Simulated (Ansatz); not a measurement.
C4H4O can be A, `C#COC=C`, or B, `c1ccoc1`.

Calculated with Ansatz (gas phase, PBE0-D4/def2-TZVP geometries, no zero-point term in ΔE). CCSD(T)/CBS adds triple-zeta CCSD(T) − MP2 to the extrapolated MP2 energy (def2 sets, frozen cores). DFT in def2-TZVPP. B3LYP here is the variant with VWN-RPA as its local correlation; programs differ in this. One conformer a species, not always the lowest.

Question: Which is lower in electronic energy at CCSD(T)/CBS, and by how much? (Estimate.)

Answer: Computed: B, by 246.8 kJ/mol.

Question: Give E(B) − E(A) in kJ/mol with CCSD(T)/def2-TZVPP, CCSD/def2-TZVPP, B3LYP, B3LYP-D4, PBE-D4, MP2/def2-TZVPP, r2SCAN-D4. (Best estimate.)

Answer: Ansatz gave: CCSD(T)/def2-TZVPP -246.8, CCSD/def2-TZVPP -242.6, B3LYP -237.8, B3LYP-D4 -240.9, PBE-D4 -259.4, MP2/def2-TZVPP -261.1, r2SCAN-D4 -262.3. None reverses the order clearly.

Largest T1 diagnostic: 0.013.

In def2-TZVPP, CCSD(T) changes the Hartree–Fock value by −23.9 kJ/mol (the triples alone add −4.2 kJ/mol) and MP2 by −38.2 kJ/mol. The D4 term adds −3.2 kJ/mol with B3LYP and −1.3 kJ/mol with PBE0; it sums over pairs of atoms, weighted by their polarisabilities, and B3LYP, whose exchange is more repulsive, gets the larger term.
